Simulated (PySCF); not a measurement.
## Basis-set dependence of population analyses: `C=C=CC=C`

Compound: C5H6.
Geometry (PBE0-D3(BJ)/def2-SVP, Å), atoms numbered from 1 in this order:
```
atom  x, y, z in Å
C1     1.982    1.458    0.781
C2     0.942    0.676    0.663
C3    -0.107   -0.111    0.536
C4    -0.697   -0.488   -0.744
C5    -1.765   -1.288   -0.869
H6     3.000    1.054    0.793
H7     1.870    2.544    0.874
H8    -0.572   -0.513    1.446
H9    -0.216   -0.078   -1.638
H10   -2.265   -1.712    0.007
H11   -2.172   -1.543   -1.850
```

PBE0 throughout (PySCF), one geometry, spherical d and f functions. Geometry: PBE0-D3(BJ)/def2-SVP, one conformer, isolated molecule. Atoms taken as equivalent share a column and are averaged. The first 7 of 10 kinds of atom are listed.

Mulliken charges (e):

| basis | functions | C1 | C2 | C3 | C4 | C5 | H6/H7 | H8 |
| --- | --- | --- | --- | --- | --- | --- | --- | --- |
| STO-3G | 31 | -0.199 | +0.011 | -0.116 | -0.079 | -0.166 | +0.099 | +0.098 |
| 6-31G | 57 | -0.479 | +0.129 | -0.250 | -0.089 | -0.371 | +0.189 | +0.192 |
| pcSseg-0 | 57 | -0.403 | -0.132 | -0.220 | -0.248 | -0.418 | +0.246 | +0.249 |
| 6-31G* | 82 | -0.575 | +0.285 | -0.323 | -0.087 | -0.406 | +0.199 | +0.190 |
| def2-SVP | 100 | -0.227 | +0.121 | -0.144 | -0.041 | -0.082 | +0.087 | +0.059 |
| cc-pVDZ | 100 | -0.105 | +0.049 | -0.163 | -0.047 | -0.029 | +0.079 | +0.042 |
| pcSseg-1 | 115 | -0.172 | -0.113 | -0.188 | -0.163 | -0.174 | +0.157 | +0.139 |
| aug-cc-pVDZ | 169 | +0.648 | -0.464 | +0.967 | +1.371 | +0.188 | -0.318 | -0.626 |
| 6-311+G(2d,p) | 171 | -0.453 | +0.294 | -0.302 | +0.143 | -0.436 | +0.140 | +0.126 |
| def2-TZVP | 191 | -0.292 | +0.028 | -0.189 | -0.067 | -0.286 | +0.151 | +0.130 |
| cc-pVTZ | 234 | -0.337 | +0.028 | -0.087 | -0.065 | -0.281 | +0.133 | +0.127 |
| IGLO-III | 235 | -0.212 | -0.081 | -0.061 | -0.048 | -0.238 | +0.122 | +0.095 |

IAO charges (e):

```json
{"basis": "STO-3G", "functions": "31", "C1": "-0.307", "C2": "+0.038", "C3": "-0.184", "C4": "-0.143", "C5": "-0.259", "H6/H7": "+0.149", "H8": "+0.148"}
{"basis": "6-31G", "functions": "57", "C1": "-0.361", "C2": "+0.037", "C3": "-0.196", "C4": "-0.129", "C5": "-0.321", "H6/H7": "+0.173", "H8": "+0.167"}
{"basis": "pcSseg-0", "functions": "57", "C1": "-0.349", "C2": "+0.037", "C3": "-0.195", "C4": "-0.132", "C5": "-0.305", "H6/H7": "+0.169", "H8": "+0.164"}
{"basis": "6-31G*", "functions": "82", "C1": "-0.350", "C2": "+0.036", "C3": "-0.190", "C4": "-0.123", "C5": "-0.309", "H6/H7": "+0.168", "H8": "+0.161"}
{"basis": "def2-SVP", "functions": "100", "C1": "-0.345", "C2": "+0.038", "C3": "-0.190", "C4": "-0.122", "C5": "-0.305", "H6/H7": "+0.165", "H8": "+0.160"}
{"basis": "cc-pVDZ", "functions": "100", "C1": "-0.356", "C2": "+0.039", "C3": "-0.194", "C4": "-0.124", "C5": "-0.315", "H6/H7": "+0.170", "H8": "+0.164"}
{"basis": "pcSseg-1", "functions": "115", "C1": "-0.353", "C2": "+0.033", "C3": "-0.193", "C4": "-0.125", "C5": "-0.315", "H6/H7": "+0.170", "H8": "+0.165"}
{"basis": "aug-cc-pVDZ", "functions": "169", "C1": "-0.367", "C2": "+0.039", "C3": "-0.198", "C4": "-0.127", "C5": "-0.327", "H6/H7": "+0.175", "H8": "+0.169"}
{"basis": "6-311+G(2d,p)", "functions": "171", "C1": "-0.367", "C2": "+0.038", "C3": "-0.197", "C4": "-0.127", "C5": "-0.327", "H6/H7": "+0.175", "H8": "+0.169"}
{"basis": "def2-TZVP", "functions": "191", "C1": "-0.366", "C2": "+0.039", "C3": "-0.197", "C4": "-0.127", "C5": "-0.326", "H6/H7": "+0.175", "H8": "+0.169"}
{"basis": "cc-pVTZ", "functions": "234", "C1": "-0.367", "C2": "+0.040", "C3": "-0.197", "C4": "-0.127", "C5": "-0.326", "H6/H7": "+0.175", "H8": "+0.169"}
{"basis": "IGLO-III", "functions": "235", "C1": "-0.368", "C2": "+0.038", "C3": "-0.198", "C4": "-0.128", "C5": "-0.328", "H6/H7": "+0.176", "H8": "+0.170"}
```

Hirshfeld charges (e):

```
        basis  functions      C1      C2      C3      C4      C5   H6/H7      H8
       STO-3G         31  -0.068  -0.018  -0.034  -0.019  -0.060  +0.040  +0.036
        6-31G         57  -0.110  -0.005  -0.058  -0.039  -0.102  +0.059  +0.057
     pcSseg-0         57  -0.107  -0.001  -0.057  -0.037  -0.096  +0.058  +0.053
       6-31G*         82  -0.110  -0.005  -0.059  -0.041  -0.102  +0.059  +0.058
     def2-SVP        100  -0.113  +0.005  -0.062  -0.041  -0.101  +0.059  +0.056
      cc-pVDZ        100  -0.112  +0.003  -0.061  -0.041  -0.100  +0.058  +0.057
     pcSseg-1        115  -0.113  +0.005  -0.064  -0.044  -0.102  +0.059  +0.057
  aug-cc-pVDZ        169  -0.118  +0.003  -0.068  -0.048  -0.107  +0.062  +0.062
6-311+G(2d,p)        171  -0.113  -0.001  -0.068  -0.048  -0.103  +0.061  +0.062
    def2-TZVP        191  -0.116  +0.003  -0.067  -0.047  -0.105  +0.061  +0.061
      cc-pVTZ        234  -0.117  +0.004  -0.065  -0.045  -0.105  +0.061  +0.060
     IGLO-III        235  -0.117  +0.003  -0.068  -0.047  -0.106  +0.062  +0.062
```

Task: Which scheme is steadiest as the basis changes?

Result: Largest range over the bases for any column: Hirshfeld 0.05 e, IAO 0.07 e, Mulliken 1.62 e. Hirshfeld charges move least and Mulliken charges most, counted in e. Without the minimal STO-3G basis the ranges are Hirshfeld 0.01, IAO 0.02, Mulliken 1.62 e.

Task: How much do the charges still move between the two largest bases, cc-pVTZ and IGLO-III?

Result: At most, over all atoms: Mulliken 0.124 e, IAO 0.002 e, Hirshfeld 0.002 e.

Task: What do the same runs give for the total energy, the frontier levels and the dipole moment?

Result: 
```csv
basis,energy (Eh),HOMO (eV),LUMO (eV),μ (D)
STO-3G,-191.4441,-4.78,2.06,0.13
6-31G,-193.7696,-6.42,-0.36,0.23
pcSseg-0,-193.3925,-6.72,-0.65,0.25
6-31G*,-193.8076,-6.40,-0.38,0.21
def2-SVP,-193.6746,-6.62,-0.65,0.24
cc-pVDZ,-193.8258,-6.55,-0.57,0.23
pcSseg-1,-193.7900,-6.70,-0.75,0.24
aug-cc-pVDZ,-193.8349,-6.68,-0.80,0.25
"6-311+G(2d,p)",-193.8671,-6.69,-0.80,0.25
def2-TZVP,-193.8829,-6.68,-0.76,0.24
cc-pVTZ,-193.8793,-6.65,-0.72,0.24
IGLO-III,-193.8874,-6.69,-0.80,0.25
```

The dipole is fixed by the density alone, so its range of 0.12 D shows that the density itself changes with the basis, not only its division among atoms.
